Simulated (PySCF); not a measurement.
## Spin-Hamiltonian simulation

Molecule: methylcyclopropane, C4H8.

Geometry:
```json
{"atom": "C1", "x (Å)": "1.464", "y (Å)": "0.125", "z (Å)": "0.110"}
{"atom": "C2", "x (Å)": "0.121", "y (Å)": "-0.194", "z (Å)": "-0.497"}
{"atom": "C3", "x (Å)": "-0.985", "y (Å)": "-0.713", "z (Å)": "0.369"}
{"atom": "C4", "x (Å)": "-1.061", "y (Å)": "0.675", "z (Å)": "-0.193"}
{"atom": "H5", "x (Å)": "2.079", "y (Å)": "-0.772", "z (Å)": "0.169"}
{"atom": "H6", "x (Å)": "1.343", "y (Å)": "0.527", "z (Å)": "1.113"}
{"atom": "H7", "x (Å)": "1.993", "y (Å)": "0.860", "z (Å)": "-0.496"}
{"atom": "H8", "x (Å)": "0.184", "y (Å)": "-0.597", "z (Å)": "-1.501"}
{"atom": "H9", "x (Å)": "-1.647", "y (Å)": "-1.467", "z (Å)": "-0.030"}
{"atom": "H10", "x (Å)": "-0.794", "y (Å)": "-0.821", "z (Å)": "1.426"}
{"atom": "H11", "x (Å)": "-1.774", "y (Å)": "0.874", "z (Å)": "-0.979"}
{"atom": "H12", "x (Å)": "-0.922", "y (Å)": "1.503", "z (Å)": "0.484"}
```

PySCF 2.14 calculation with shielding tensors at PBE0/pcSseg-1 (GIAO), geometry: GFN2-xTB and spin–spin couplings from B3LYP/pcJ-1 (without the spin–dipole term); non-relativistic, no solvent, fast rotation and ring inversion assumed for equivalent nuclei, single conformer.

Scale: TMS for 1H (31.72 ppm) (reference shieldings calculated alike).

Shifts (ppm): H5/H6/H7 1.09, H8 0.67, H9/H11 0.43, H10/H12 -0.07.
Couplings (Hz): H5–H6, H5–H7, H6–H7: -13.5; H5–H8, H6–H8, H7–H8: 6.3; H5–H9, H5–H11, H6–H9, H6–H11, H7–H9, H7–H11: 0.2; H5–H10, H5–H12, H6–H10, H6–H12, H7–H10, H7–H12: -0.4; H8–H9, H8–H11: 9.0; H8–H10, H8–H12: 5.3; H9–H10, H11–H12: -5.9; H9–H11: 10.2; H9–H12, H10–H11: 6.1; H10–H12: 10.3.

The 8-spin Hamiltonian (Zeeman plus full scalar coupling among like nuclei) was diagonalised exactly; lines are Lorentzian, 0.7 Hz wide, and the maxima above 3 % are listed with the tallest set to 100.

Task: Give the 1H peak list of this spin system at 90 MHz.

Result: 
```json
{"Hz": "101.2", "ppm": "1.124", "height": "63"}
{"Hz": "95.4", "ppm": "1.059", "height": "100"}
{"Hz": "78.7", "ppm": "0.874", "height": "3"}
{"Hz": "73.9", "ppm": "0.821", "height": "4"}
{"Hz": "71.4", "ppm": "0.793", "height": "4"}
{"Hz": "70.4", "ppm": "0.782", "height": "4"}
{"Hz": "68.7", "ppm": "0.763", "height": "5"}
{"Hz": "66.7", "ppm": "0.741", "height": "6"}
{"Hz": "65.0", "ppm": "0.723", "height": "5"}
{"Hz": "63.5", "ppm": "0.706", "height": "6"}
{"Hz": "61.8", "ppm": "0.686", "height": "8"}
{"Hz": "59.7", "ppm": "0.663", "height": "4"}
{"Hz": "58.0", "ppm": "0.644", "height": "5"}
{"Hz": "56.5", "ppm": "0.628", "height": "11"}
{"Hz": "55.4", "ppm": "0.616", "height": "7"}
{"Hz": "54.2", "ppm": "0.603", "height": "3"}
{"Hz": "51.6", "ppm": "0.573", "height": "9"}
{"Hz": "50.8", "ppm": "0.564", "height": "11"}
{"Hz": "49.5", "ppm": "0.549", "height": "9"}
{"Hz": "48.8", "ppm": "0.542", "height": "10"}
{"Hz": "48.0", "ppm": "0.533", "height": "8"}
{"Hz": "46.2", "ppm": "0.513", "height": "10"}
{"Hz": "45.4", "ppm": "0.504", "height": "10"}
{"Hz": "44.1", "ppm": "0.489", "height": "23"}
{"Hz": "42.2", "ppm": "0.469", "height": "32"}
{"Hz": "41.7", "ppm": "0.463", "height": "35"}
{"Hz": "40.5", "ppm": "0.449", "height": "23"}
{"Hz": "36.9", "ppm": "0.409", "height": "16"}
{"Hz": "35.8", "ppm": "0.397", "height": "16"}
{"Hz": "35.0", "ppm": "0.388", "height": "18"}
{"Hz": "33.1", "ppm": "0.368", "height": "13"}
{"Hz": "32.0", "ppm": "0.356", "height": "5"}
{"Hz": "30.7", "ppm": "0.341", "height": "4"}
{"Hz": "29.0", "ppm": "0.322", "height": "7"}
{"Hz": "13.2", "ppm": "0.147", "height": "3"}
{"Hz": "10.5", "ppm": "0.116", "height": "3"}
{"Hz": "1.9", "ppm": "0.021", "height": "7"}
{"Hz": "0.6", "ppm": "0.007", "height": "11"}
{"Hz": "-2.7", "ppm": "-0.029", "height": "21"}
{"Hz": "-4.5", "ppm": "-0.049", "height": "35"}
{"Hz": "-5.5", "ppm": "-0.061", "height": "29"}
{"Hz": "-5.9", "ppm": "-0.065", "height": "30"}
{"Hz": "-7.0", "ppm": "-0.078", "height": "13"}
{"Hz": "-7.7", "ppm": "-0.086", "height": "12"}
{"Hz": "-9.5", "ppm": "-0.105", "height": "29"}
{"Hz": "-14.0", "ppm": "-0.156", "height": "3"}
{"Hz": "-14.8", "ppm": "-0.164", "height": "3"}
{"Hz": "-16.9", "ppm": "-0.188", "height": "4"}
```

Task: And at 500 MHz?

Result: 
```
   Hz     ppm  height
548.2   1.096      94
541.9   1.084     100
347.4   0.695       4
344.6   0.689       4
344.1   0.688       4
343.5   0.687       3
341.1   0.682       5
338.4   0.677       8
335.7   0.671       5
334.8   0.669       5
332.2   0.664       8
329.5   0.659       6
328.5   0.657       4
327.2   0.654       3
326.4   0.653       4
324.1   0.648       3
323.2   0.646       5
225.5   0.451      11
221.0   0.442      13
219.4   0.439      39
217.6   0.435      13
216.6   0.433      11
213.5   0.427      13
211.8   0.423      12
210.5   0.421      33
209.0   0.418      12
204.5   0.409      10
-26.6  -0.053       9
-32.4  -0.065      37
-36.2  -0.072      11
-37.8  -0.076      34
-43.8  -0.088       7
```

Task: Among coupled protons with different shifts, which pair is furthest from first order, and how does the field change that?

Result: H8 and H9: Δν/J is about 2.4 at 90 MHz (strongly coupled) and 13.3 at 500 MHz (close to first order). J in Hz doesn't depend on the field, while Δν in Hz grows in proportion to it. The system also holds chemically equivalent protons that couple differently to a partner (AA′BB′ or AA′XX′ type), and that part stays second order at any field.

Unscaled 3J(H,H) at this level run about 10 % above measured values.
